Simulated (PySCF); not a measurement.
**One shape, several levels: CHClF2O (SMILES OC(F)(F)Cl)**

Wanted: a comparison of 6 runs (HF/STO-3G, TPSSh/STO-3G, B3LYP/6-31G*, wB97X/def2-SVP, TPSSh/aug-cc-pVDZ, TPSSh/def2-TZVP) of CHClF2O. 

The results are computed with PySCF 2.14.0.

## Step 1: Starting point

The species is CHClF2O (6 atoms), meant as a singlet with charge 0. SMILES: `OC(F)(F)Cl`. The shape is that of a PBE0-D4/def2-TZVP optimisation. This is one conformer, not always the lowest.

Bond lengths: O1–C2 1.342 Å, C2–F3 1.344 Å, C2–F4 1.344 Å, C2–Cl5 1.756 Å, O1–H6 0.967 Å. Angles: O1–C2–F3 111.6°, O1–C2–F4 111.6°, O1–C2–Cl5 109.0°, F3–C2–F4 105.8°, F3–C2–Cl5 109.4°, F4–C2–Cl5 109.4°, C2–O1–H6 108.3°.

## Step 2: Energy and forces at HF/STO-3G (run 1)

input.py reads:

```python
# OC(F)(F)Cl
from pyscf import gto, scf

mol = gto.M(
    atom='''
O      0.205413     0.624932     1.967772
C      0.048188     0.027212    -0.492463
F     -2.332867    -0.548776    -1.162937
F      1.438271    -2.024842    -1.046152
Cl     1.111348     2.599696    -2.297340
H     -0.390795    -0.799165     2.943815
''',
    basis='sto-3g',
    unit='bohr',
    verbose=3,
    spin=0,
    max_memory=1860,
)

hf = scf.RHF(mol)
hf.conv_tol = 1e-10
hf.kernel()
if not hf.converged:
    hf = hf.newton().run(hf.mo_coeff, hf.mo_occ)

energy = hf.e_tot
print('E = %.10f Eh' % energy)
grad = hf.nuc_grad_method().kernel()
dip = hf.dip_moment()
pop, q = hf.mulliken_pop()
```

Started as:

```
$ OMP_NUM_THREADS=1 python input.py
```

Output:

```text
converged SCF energy = -762.475047371675
E = -762.4750473717 Eh
--------------- RHF gradients ---------------
         x                y                z
0 O    -0.0176390255    -0.0495966239    -0.0621110512
1 C     0.0149310308     0.0398760477     0.0256754695
2 F     0.0371511197     0.0053126425     0.0096622461
3 F    -0.0241912886     0.0293677487     0.0077510042
4 Cl    -0.0196751149    -0.0479542005     0.0288451338
5 H     0.0094232785     0.0229943856    -0.0098228024
----------------------------------------------
Dipole moment(X, Y, Z, Debye): -0.78412, -1.86330,  1.53955
 ** Mulliken pop  **
pop of  0 O 1s            1.99745
pop of  0 O 2s            1.80790
pop of  0 O 2px           1.86094
pop of  0 O 2py           1.52622
pop of  0 O 2pz           1.11344
pop of  1 C 1s            1.99307
pop of  1 C 2s            1.10007
pop of  1 C 2px           0.78566
pop of  1 C 2py           0.80260
pop of  1 C 2pz           0.83938
pop of  2 F 1s            1.99904
pop of  2 F 2s            1.94331
pop of  2 F 2px           1.38215
pop of  2 F 2py           1.90656
pop of  2 F 2pz           1.90892
pop of  3 F 1s            1.99904
pop of  3 F 2s            1.94329
pop of  3 F 2px           1.76493
pop of  3 F 2py           1.51010
pop of  3 F 2pz           1.92256
pop of  4 Cl 1s           1.99997
pop of  4 Cl 2s           1.99893
pop of  4 Cl 3s           1.95745
pop of  4 Cl 2px          1.99848
pop of  4 Cl 2py          1.99296
pop of  4 Cl 2pz          1.99627
pop of  4 Cl 3px          1.90233
pop of  4 Cl 3py          1.53122
pop of  4 Cl 3pz          1.75197
pop of  5 H 1s            0.76379
 ** Mulliken atomic charges  **
charge of    0O =     -0.30595
charge of    1C =      0.47922
charge of    2F =     -0.13998
charge of    3F =     -0.13993
charge of    4Cl =     -0.12958
charge of    5H =      0.23621
```

Wall time 1.5 s (1 thread of Intel Xeon at 2.70GHz, shared host); peak memory 0.12 GiB.

## Step 3: Energy and gradient at TPSSh/STO-3G (run 2)

input.py reads:

```python
import pyscf.grad
from pyscf import gto, dft

mol = gto.M(
    atom='''
O      0.108700     0.330700     1.041300
C      0.025500     0.014400    -0.260600
F     -1.234500    -0.290400    -0.615400
F      0.761100    -1.071500    -0.553600
Cl     0.588100     1.375700    -1.215700
H     -0.206800    -0.422900     1.557800
''',
    basis='sto-3g',
    max_memory=1860,
    verbose=4,
)

ks = dft.RKS(mol, xc='tpssh')
ks.grids.level = 5
ks.conv_tol = 1e-10
ks.kernel()
if not ks.converged:
    ks = ks.newton().run(ks.mo_coeff, ks.mo_occ)

e_final = ks.e_tot
print('Final energy', e_final)
grad = ks.Gradients().kernel()
dip = ks.dip_moment()
pop, q = ks.mulliken_pop()
```

Started as:

```
$ OMP_NUM_THREADS=1 python input.py
```

Output:

```text
PySCF version 2.14.0

[... 71 lines left out ...]
converged SCF energy = -764.422221803719
Final energy -764.4222218037191
[... 12 lines left out ...]
----------------------------------------------
Dipole moment(X, Y, Z, Debye): -0.90478, -2.16724,  1.61196
 ** Mulliken pop  **
pop of  0 O 1s            1.99728
pop of  0 O 2s            1.82832
pop of  0 O 2px           1.81357
pop of  0 O 2py           1.49481
pop of  0 O 2pz           1.13272
pop of  1 C 1s            1.99160
pop of  1 C 2s            1.11917
pop of  1 C 2px           0.83079
pop of  1 C 2py           0.84776
pop of  1 C 2pz           0.87359
pop of  2 F 1s            1.99903
pop of  2 F 2s            1.95334
pop of  2 F 2px           1.39208
pop of  2 F 2py           1.86196
pop of  2 F 2pz           1.87440
pop of  3 F 1s            1.99903
pop of  3 F 2s            1.95333
pop of  3 F 2px           1.74026
pop of  3 F 2py           1.50123
pop of  3 F 2pz           1.88687
pop of  4 Cl 1s           1.99997
pop of  4 Cl 2s           1.99885
pop of  4 Cl 3s           1.96816
pop of  4 Cl 2px          1.99812
pop of  4 Cl 2py          1.99201
pop of  4 Cl 2pz          1.99558
pop of  4 Cl 3px          1.89605
pop of  4 Cl 3py          1.54554
pop of  4 Cl 3pz          1.74795
pop of  5 H 1s            0.76664
 ** Mulliken atomic charges  **
charge of    0O =     -0.26670
charge of    1C =      0.33709
charge of    2F =     -0.08081
charge of    3F =     -0.08072
charge of    4Cl =     -0.14223
charge of    5H =      0.23336
```

It took 13 s on 1 thread of Intel Xeon at 2.70GHz, shared host; peak memory 0.37 GiB.

Runs 3 to 5 aren't shown in full; the table further down has their settings and results.

## Step 4: Energy and forces at TPSSh/def2-TZVP (run 6)

geometry.xyz reads:

```xyz
6

O      0.108700     0.330700     1.041300
C      0.025500     0.014400    -0.260600
F     -1.234500    -0.290400    -0.615400
F      0.761100    -1.071500    -0.553600
Cl     0.588100     1.375700    -1.215700
H     -0.206800    -0.422900     1.557800
```

input.py reads:

```python
from pyscf import gto, dft

system = gto.M(
    atom='geometry.xyz',
    basis='def2-tzvp',
    verbose=4,
    spin=0,
    charge=0,
    max_memory=1860,
)

ks = dft.RKS(system)
ks.xc = 'tpssh'
ks.grids.level = 5
ks.conv_tol = 1e-10
ks.kernel()
if not ks.converged:
    ks = ks.newton().run(ks.mo_coeff, ks.mo_occ)

e_final = ks.e_tot
print('E(%s) = %.9f' % ('TPSSH', e_final))
grad = ks.nuc_grad_method().kernel()
dip = ks.dip_moment()
pop, q = ks.mulliken_pop()
```

Started as:

```
$ OMP_NUM_THREADS=1 python input.py
```

Output:

```text
PySCF version 2.14.0

[... 75 lines left out ...]
converged SCF energy = -773.977850132092
[... 14 lines left out ...]
Dipole moment(X, Y, Z, Debye): -0.38057, -0.83908,  1.44119
[... 135 lines left out ...]
pop of  4 Cl 3pz          0.55571
pop of  4 Cl 4px          0.40055
pop of  4 Cl 4py          0.34576
pop of  4 Cl 4pz          0.37920
pop of  4 Cl 5px          1.00958
pop of  4 Cl 5py          0.85272
pop of  4 Cl 5pz          0.94944
pop of  4 Cl 6px          0.49898
pop of  4 Cl 6py          0.36174
pop of  4 Cl 6pz          0.44648
pop of  4 Cl 3dxy         0.00278
pop of  4 Cl 3dyz         0.00591
pop of  4 Cl 3dz^2        0.00106
pop of  4 Cl 3dxz         0.00143
pop of  4 Cl 3dx2-y2      0.00278
pop of  4 Cl 4dxy         0.00704
pop of  4 Cl 4dyz         0.01264
pop of  4 Cl 4dz^2        0.00434
pop of  4 Cl 4dxz         0.00394
pop of  4 Cl 4dx2-y2      0.00697
pop of  4 Cl 4f-3         0.00053
pop of  4 Cl 4f-2         0.00118
pop of  4 Cl 4f-1         0.00084
pop of  4 Cl 4f+0         0.00075
pop of  4 Cl 4f+1         0.00021
pop of  4 Cl 4f+2         0.00118
pop of  4 Cl 4f+3         0.00086
pop of  5 H 1s            0.25481
pop of  5 H 2s            0.32753
pop of  5 H 3s            0.03997
pop of  5 H 2px           0.01608
pop of  5 H 2py           0.01605
pop of  5 H 2pz           0.01330
 ** Mulliken atomic charges  **
charge of    0O =     -0.35392
charge of    1C =      0.39240
charge of    2F =     -0.14787
charge of    3F =     -0.14764
charge of    4Cl =     -0.07522
charge of    5H =      0.33226
```

Wall time 2.1 min (1 thread of Intel Xeon at 2.70GHz, shared host); peak memory 2.1 GiB.

## Step 5: All runs side by side

| run | level | integration grid | energy (Eh) | dipole moment (D) | HOMO energy (eV) | LUMO energy (eV) | wall time |
| --- | --- | --- | --- | --- | --- | --- | --- |
| 1 | HF/STO-3G | – | -762.475047 | 2.54 | -11.43 | 9.24 | 1.5 s |
| 2 | TPSSh/STO-3G | 5 | -764.422222 | 2.85 | -5.32 | 3.70 | 13 s |
| 3 | B3LYP/6-31G* (spherical functions) | 5 | -773.790730 | 1.92 | -9.02 | 0.35 | 24 s |
| 4 | wB97X/def2-SVP | 5 | -773.366942 | 1.81 | -11.90 | 3.34 | 33 s |
| 5 | TPSSh/aug-cc-pVDZ | 5 | -773.878988 | 1.67 | -8.80 | -0.70 | 78 s |
| 6 | TPSSh/def2-TZVP | 5 | -773.977850 | 1.71 | -8.75 | -0.25 | 2.1 min |

## Step 6: What came out

| quantity | value |
| --- | --- |
| run 6: total energy | -773.97785 Eh |
| run 6: dipole moment | 1.71 D |
| run 6: HOMO energy | -8.75 eV |
| run 6: LUMO energy | -0.25 eV |
| run 6: HOMO–LUMO gap | 8.50 eV |
| run 6: largest force on an atom | 0.560 eV/Å |

In words: The dipole moment (its size) runs from 1.67 D (TPSSh/aug-cc-pVDZ) to 2.85 D (TPSSh/STO-3G). The HOMO–LUMO gap runs from 8.11 eV (TPSSh/aug-cc-pVDZ) to 20.68 eV (HF/STO-3G). The two ends differ in method and basis. Totals of different functionals can't be ranked against each other. In runs 1, 2 the basis is minimal, so the values are rough. All runs together took 4.6 min, the longest 2.1 min.
